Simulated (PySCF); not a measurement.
**P: ionisation energy**

P [Ne] 3s2 3p3 (4S) → P⁺ [Ne] 3s2 3p2 (3P), as a difference of total energies. All numbers are calculated (PySCF 2.14, no relativity, point nucleus, in dyall-av3z (19s12p3d2f, 84 functions)). Correlated levels: valence: [Ne] frozen; virtual orbitals above 40 to 60 times the deepest correlated orbital energy dropped. The calculations carry no spin-orbit coupling.

| method | ionisation energy (eV) | plus first-order spin-orbit estimate | error of that sum (eV) |
| --- | --- | --- | --- |
| UHF | 9.910 | 9.876 | -0.611 |
| LDA | 10.580 | 10.546 | +0.059 |
| PBE | 10.493 | 10.459 | -0.028 |
| PBE0 | 10.532 | 10.498 | +0.011 |
| r2SCAN | 10.638 | 10.604 | +0.117 |
| TPSSh | 10.526 | 10.492 | +0.005 |
| B2PLYP | 10.335 | 10.301 | -0.186 |
| CAM-B3LYP | 10.389 | 10.355 | -0.132 |
| BP86 | 10.531 | 10.497 | +0.010 |
| MP2 (valence) | 10.493 | 10.459 | -0.028 |
| SCS-MP2 (valence) | 10.315 | 10.281 | -0.206 |

Reference: 10.487 eV (measured; NIST Atomic Spectra Database, ionization energies).

A first-order spin-orbit estimate (lowest level to lowest level, LS coupling) adds -0.034 eV.

Errors of the correlated levels include the incompleteness of this basis and the frozen core.
